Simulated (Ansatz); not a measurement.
# BHLYP/aug-cc-pVDZ run of SiH3OF (SMILES O[SiH2]F)

What is the energy change on altering one bond length of SiH3OF at BHLYP/aug-cc-pVDZ? 

The calculation is run with Ansatz 0.2.0.

72 further runs of the same task are left out: 72 set aside as unsound or not needed.

### Step 1. The molecule

SiH3OF has 6 atoms, charge 0, and is taken as a singlet. SMILES: `O[SiH2]F`. Geometry: relaxed at PBE0-D4/def2-TZVP. This is one conformer, not always the lowest.

Bond lengths: O1–Si2 1.630 Å, Si2–F3 1.596 Å, O1–H4 0.958 Å, Si2–H5 1.474 Å, Si2–H6 1.482 Å. Angles: O1–Si2–F3 111.0°, O1–Si2–H5 106.4°, O1–Si2–H6 111.7°, F3–Si2–H5 108.2°, F3–Si2–H6 106.0°, Si2–O1–H4 119.1°, H5–Si2–H6 113.7°.

### Step 2. A single-point energy at BHLYP/aug-cc-pVDZ

Input file in.yaml:

```yaml
crystal:
  periodic: [false, false, false]
  atoms:
    - {symbol: O, position_ang: [-0.853500, -0.209200, -0.924100]}
    - {symbol: Si, position_ang: [0.378300, -0.009300, 0.123900]}
    - {symbol: F, position_ang: [0.180800, -0.922800, 1.417800]}
    - {symbol: H, position_ang: [-1.714200, 0.150200, -0.705600]}
    - {symbol: H, position_ang: [1.595600, -0.458500, -0.575800]}
    - {symbol: H, position_ang: [0.455100, 1.385600, 0.617600]}
basis:
  gaussian:
    orbitals: aug-cc-pVDZ
hamiltonian:
  xc: {name: BHLYP}
accuracy: high
output: {orbitals: {seedname: orbitals}}
```

The run is started by

```console
$ ansatz run in.yaml --threads 1 --pin off --max-ram 3480MiB --events-out events.jsonl --progress --plain --runs-dir runs
```

The log of the run:

```text
Warning: RAYON_NUM_THREADS=1 ignored (pool sized by the plan → 1); use --threads N
Functional definition: BHLYP
  name "BHLYP"
  parameter a = 0.5
  exchange = (1 - a)*b88_x + a*exact_x
  correlation = lyp_c
2017 factors; integrals over basis functions are off by at most 3.4e-9 eV
mean field evaluation 1: about -12687.1516 eV, gradient 5.2e1 eV
mean field evaluation 2: about -12685.0118 eV, gradient 6.3e1 eV
mean field evaluation 4: about -12691.4675 eV, gradient 2.0e0 eV
mean field evaluation 8: about -12691.6279 eV, gradient 7.2e-2 eV
mean field evaluation 16: about -12691.6280 eV, gradient 1.4e-5 eV
mean field -12691.62800336 eV, -466.4087264290 hartree, gradient 6.8e-8 eV, S^2 0.000000; 0 other end points of the search recorded, 0 dependent functions left out
reference -12691.62803671 eV, -466.4087276548 hartree; 17, 17 occupied and 83, 83 virtual orbitals, 2017 factors
Total energy: -12691.62803671 eV, -466.4087276548 hartree
```

Wall time 9 s (1 thread of Arm Neoverse V1, shared host); peak memory 0.31 GiB.

### Step 3. The distorted shape, same level

Input file run.yaml:

```yaml
crystal:
  periodic: [false, false, false]
  atoms:
    - {symbol: O, position_ang: [-1.038240, -0.239180, -1.081274]}
    - {symbol: Si, position_ang: [0.378300, -0.009300, 0.123900]}
    - {symbol: F, position_ang: [0.180800, -0.922800, 1.417800]}
    - {symbol: H, position_ang: [-1.898940, 0.120220, -0.862774]}
    - {symbol: H, position_ang: [1.595600, -0.458500, -0.575800]}
    - {symbol: H, position_ang: [0.455100, 1.385600, 0.617600]}
basis:
  gaussian:
    orbitals: aug-cc-pVDZ
accuracy: high
output:
  orbitals: {seedname: orbitals}
total_charge: 0
hamiltonian:
  xc: {name: BHLYP}
```

The run is started by

```console
$ ansatz run run.yaml --threads 1 --pin off --max-ram 3480MiB --events-out events.jsonl --progress --plain --runs-dir runs
```

The log of the run:

```text
Warning: RAYON_NUM_THREADS=1 ignored (pool sized by the plan → 1); use --threads N
[... 5 set-up lines as earlier in the session ...]
2012 factors; integrals over basis functions are off by at most 3.6e-9 eV
mean field evaluation 1: about -12686.2369 eV, gradient 5.3e1 eV
mean field evaluation 2: about -12681.7309 eV, gradient 7.2e1 eV
mean field evaluation 4: about -12690.9536 eV, gradient 3.1e0 eV
mean field evaluation 8: about -12691.1134 eV, gradient 2.5e-1 eV
mean field evaluation 16: about -12691.1135 eV, gradient 9.6e-6 eV
mean field -12691.11352664 eV, -466.3898197581 hartree, gradient 5.3e-8 eV, S^2 0.000000; 0 other end points of the search recorded, 0 dependent functions left out
reference -12691.11355963 eV, -466.3898209706 hartree; 17, 17 occupied and 83, 83 virtual orbitals, 2012 factors
Total energy: -12691.11355963 eV, -466.3898209706 hartree
```

Wall time 8.7 s (1 thread of Arm Neoverse V1, shared host); peak memory 0.31 GiB.

### Step 4. Summary of results

Level: BHLYP/aug-cc-pVDZ.

```
                                                          quantity          value
                                         first shape: total energy  -466.40873 Eh
                                          first shape: HOMO energy      -10.80 eV
                                          first shape: LUMO energy        0.01 eV
                                        first shape: HOMO–LUMO gap       10.81 eV
                                     distorted shape: total energy  -466.38982 Eh
                                      distorted shape: HOMO energy      -10.68 eV
                                      distorted shape: LUMO energy        0.03 eV
                                    distorted shape: HOMO–LUMO gap       10.71 eV
energy change with the O1–Si2 bond stretched from 1.630 to 1.874 Å       0.514 eV
```

In words: With the O1–Si2 bond stretched from 1.630 to 1.874 Å the energy rises by 0.51 eV (11.9 kcal/mol). The first shape isn't relaxed at this level, so the change isn't measured from a minimum.
